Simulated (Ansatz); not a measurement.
Candidate structures of C, relaxed level by level: C (R-3m, No. 166, 2 atoms in the cell; start mp-169; another form than the element's usual one); C (model structure, Cmmm, No. 65, 8 atoms in the cell); C (model structure, P4₁2₁2, No. 92, 12 atoms in the cell); C (model structure, P6/mmm, No. 191, 12 atoms in the cell); C (model structure, started from the Si type, Cmcm, No. 63, 12 atoms in the cell); diamond; graphite. Levels: LDA (PAW; Ansatz, a program for electronic structure), r²SCAN (Ansatz, PAW).

Question: Rank the structures in energy at 0 K, level by level.

Answer: Lowest: LDA, diamond (within 10 meV/atom of C (R-3m, No. 166, 2 atoms in the cell; start mp-169; another form than the element's usual one), too close to call); r²SCAN, C (R-3m, No. 166, 2 atoms in the cell; start mp-169; another form than the element's usual one) (within 10 meV/atom of graphite, too close to call). Energies above the lowest of these candidates, meV/atom:

```tsv
structure	LDA	r²SCAN
C (R-3m, No. 166, 2 atoms in the cell; start mp-169; another form than the element's usual one)	10	0
graphite	10	0
diamond	0	113
C (model structure, Cmmm, No. 65, 8 atoms in the cell)	141	255
C (model structure, started from the Si type, Cmcm, No. 63, 12 atoms in the cell)	258	374
C (model structure, P6/mmm, No. 191, 12 atoms in the cell)	743	678
C (model structure, P4₁2₁2, No. 92, 12 atoms in the cell)	883	1051
```

Started from a measured cell: diamond; graphite.

Static-lattice energies; unlike cells have unlike k meshes, which leaves some meV/atom of uncertainty, and other structures than these can lie lower.

Note: LDA has no dispersion term either, though it tends to give short spacings of layers, chains or molecules. Note: the cell comes from a level without a dispersion term, which matters for the spacing of layers, chains or molecules. Note: the relaxation could not lower the start's symmetry, so the cell can be a saddle point above a distorted one.

A model structure was made by putting elements into a prototype or built by hand; it is no filed structure, need not be a known phase, and can be a saddle point held by its symmetry.

A start named mp-… is a Materials Project structure, which need not be a measured phase.
